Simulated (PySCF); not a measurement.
2-chloro-2-methylbutane, C5H11Cl.
SMILES with atom numbers: `[CH3:1][CH2:2][C:3]([CH3:4])([CH3:5])[Cl:6]` (hydrogens: H7, H8, H9 on C1; H10, H11 on C2; H12, H13, H14 on C4; H15, H16, H17 on C5)

The same species was optimised twice, with GFN2-xTB and with PBE0-D3(BJ)/def2-SVP (PySCF), and the same property calculations (PySCF, gas phase) were run on both structures.

```
     coordinate  GFN2-xTB  PBE0-D3(BJ)/def2-SVP  change
     C3–Cl6 (Å)     1.810                 1.833  +0.023
      C1–C2 (Å)     1.524                 1.518  -0.006
      C3–C4 (Å)     1.524                 1.520  -0.004
      C3–C5 (Å)     1.522                 1.519  -0.003
      C2–C3 (Å)     1.531                 1.529  -0.002
   C1–C2–C3 (°)     114.6                 116.4    +1.8
   C4–C3–C5 (°)     110.8                 111.3    +0.5
  C5–C3–Cl6 (°)     107.4                 107.0    -0.4
  C4–C3–Cl6 (°)     106.9                 106.6    -0.3
  C2–C3–Cl6 (°)     107.9                 107.7    -0.2
   C2–C3–C5 (°)     113.0                 113.2    +0.2
   C2–C3–C4 (°)     110.5                 110.6    +0.1
C1–C2–C3–C4 (°)       179                   179       0
```

Rotational constants: A = 3066, B = 2435, C = 1962 MHz (GFN2-xTB) against A = 3041, B = 2404, C = 1936 MHz (PBE0-D3(BJ)/def2-SVP). Point groups within 0.08 Å: C1 and C1. Atoms that the bonding makes alike are paired by their places after alignment.

On the GFN2-xTB structure: isotropic polarisability (au) 75.6 [PBE0/def2-SVPD]; HOMO (eV) -8.24 [PBE0/def2-SVPD]; LUMO (eV) 0.53 [PBE0/def2-SVPD]; dipole (D) 2.23 [PBE0/def2-SVPD]; HOMO (eV) -8.20 [PBE0/pcSseg-1]; LUMO (eV) 1.00 [PBE0/pcSseg-1]; dipole (D) 2.20 [PBE0/pcSseg-1]; GIAO shielding of C1 (ppm) 175.5 [PBE0/pcSseg-1]; GIAO shielding of C2 (ppm) 144.8 [PBE0/pcSseg-1]; GIAO shielding of C3 (ppm) 113.7 [PBE0/pcSseg-1]; GIAO shielding of C4/C5 (mean) (ppm) 152.3 [PBE0/pcSseg-1]; GIAO shielding of Cl6 (ppm) 725.0 [PBE0/pcSseg-1].

**Question.** What do these properties become on the PBE0-D3(BJ)/def2-SVP structure?

**Answer.** 
| property | level | on GFN2-xTB | on PBE0-D3(BJ)/def2-SVP | change |
| --- | --- | --- | --- | --- |
| isotropic polarisability (au) | PBE0/def2-SVPD | 75.6 | 76.9 | +1.3 |
| HOMO (eV) | PBE0/def2-SVPD | -8.24 | -8.25 | -0.01 |
| LUMO (eV) | PBE0/def2-SVPD | 0.53 | 0.44 | -0.09 |
| dipole (D) | PBE0/def2-SVPD | 2.23 | 2.30 | +0.07 |
| energy, GFN2-xTB geometry as zero (kcal/mol) | PBE0/def2-SVPD | 0.0 | -0.8 | -0.8 |
| HOMO (eV) | PBE0/pcSseg-1 | -8.20 | -8.20 | 0.00 |
| LUMO (eV) | PBE0/pcSseg-1 | 1.00 | 0.80 | -0.20 |
| dipole (D) | PBE0/pcSseg-1 | 2.20 | 2.28 | +0.08 |
| energy, GFN2-xTB geometry as zero (kcal/mol) | PBE0/pcSseg-1 | 0.0 | -0.6 | -0.6 |
| GIAO shielding of C1 (ppm) | PBE0/pcSseg-1 | 175.5 | 173.6 | -1.9 |
| GIAO shielding of C2 (ppm) | PBE0/pcSseg-1 | 144.8 | 143.4 | -1.4 |
| GIAO shielding of C3 (ppm) | PBE0/pcSseg-1 | 113.7 | 109.8 | -3.9 |
| GIAO shielding of C4/C5 (mean) (ppm) | PBE0/pcSseg-1 | 152.3 | 150.5 | -1.8 |
| GIAO shielding of Cl6 (ppm) | PBE0/pcSseg-1 | 725.0 | 708.8 | -16.2 |

The heavy atoms differ by 0.015 Å rms after alignment (one structure mirrored). Among bonds between heavy atoms C3–Cl6 changes most (+0.023 Å). Changes are differences of the printed values. Neither structure is proved a minimum here.

The values belong to the conformer `[CH3:1][CH2:2][C:3]([CH3:4])([CH3:5])[Cl:6]`: C1–C2–C3–C4 179°.
